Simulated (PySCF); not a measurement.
Frontier levels across methods

C₃H₆S.
Geometry (PBE0-D3(BJ)/def2-SVP, Å), atoms numbered from 1 in this order:
```
atom  x, y, z in Å
C1     2.0797   -0.5790   -0.0850
C2     0.8283   -0.1193   -0.1810
S3    -0.4566   -0.4922    0.9499
C4    -1.8290    0.4130    0.2061
H5     2.8268   -0.2985   -0.8303
H6     2.3966   -1.2395    0.7269
H7     0.5401    0.5411   -1.0071
H8    -1.6252    1.4929    0.1685
H9    -2.0606    0.0373   -0.8010
H10   -2.7008    0.2434    0.8526
```

Basis pcSseg-2 throughout (PySCF), one geometry. The structure is a single PBE0-D3(BJ)/def2-SVP conformer in the gas phase; no vibrational or solvent corrections.

Q: How do the orbital energies, the gap and the dipole change with the method?

A: 
| method | kind | HOMO (eV) | LUMO (eV) | gap (eV) | μ (D) | SCF cycles |
| --- | --- | --- | --- | --- | --- | --- |
| BLYP | GGA | -4.92 | -0.83 | 4.09 | 1.60 | 15 |
| B97-D | GGA | -5.03 | -0.85 | 4.18 | 1.63 | 15 |
| OPBE | GGA | -5.07 | -0.84 | 4.23 | 1.66 | 15 |
| PBE | GGA | -5.07 | -0.96 | 4.11 | 1.64 | 14 |
| KT2 | GGA | -5.10 | -0.92 | 4.18 | 1.62 | 15 |
| KT3 | GGA | -5.12 | -0.90 | 4.22 | 1.59 | 15 |
| BP86 | GGA | -5.16 | -1.03 | 4.13 | 1.64 | 14 |
| LDA | LDA | -5.20 | -1.17 | 4.03 | 1.68 | 14 |
| B97-2 | global hybrid | -5.90 | -0.05 | 5.85 | 1.65 | 13 |
| B3LYP | global hybrid | -5.93 | -0.25 | 5.68 | 1.62 | 13 |
| PBE0 | global hybrid | -6.13 | -0.02 | 6.11 | 1.66 | 14 |
| mPW1PW91 | global hybrid | -6.15 | -0.02 | 6.13 | 1.65 | 14 |
| BHandHLYP | global hybrid | -7.06 | 0.99 | 8.05 | 1.65 | 12 |
| CAM-B3LYP | range-separated hybrid | -7.39 | 1.05 | 8.44 | 1.64 | 12 |
| wB97X-D | range-separated hybrid | -7.92 | 1.76 | 9.68 | 1.67 | 13 |
| HF | Hartree–Fock | -8.48 | 2.66 | 11.13 | 1.72 | 11 |
| LC-wPBE | range-separated hybrid | -8.71 | 2.18 | 10.89 | 1.68 | 13 |

The HOMO spans 3.79 eV, from BLYP down to LC-wPBE, and the gap runs from 4.03 eV (LDA) to 11.13 eV (HF). Over the methods BLYP (0 %), B97-D (0 %), OPBE (0 %), PBE (0 %), KT2 (0 %), KT3 (0 %), BP86 (0 %), LDA (0 %), B97-2 (21 %), B3LYP (20 %), PBE0 (25 %), mPW1PW91 (25 %), BHandHLYP (50 %), HF (100 %), a straight line through the gap against the share of exact exchange rises by 0.72 eV for each 10 % (correlation coefficient 0.998). The dipole ranges from 1.59 D (KT3) to 1.72 D (HF). This basis has no diffuse functions.

The vertical ΔSCF ionisation energy at CAM-B3LYP/def2-SVPD is 8.28 eV; −ε(HOMO) comes closest to it with HF (8.48 eV).
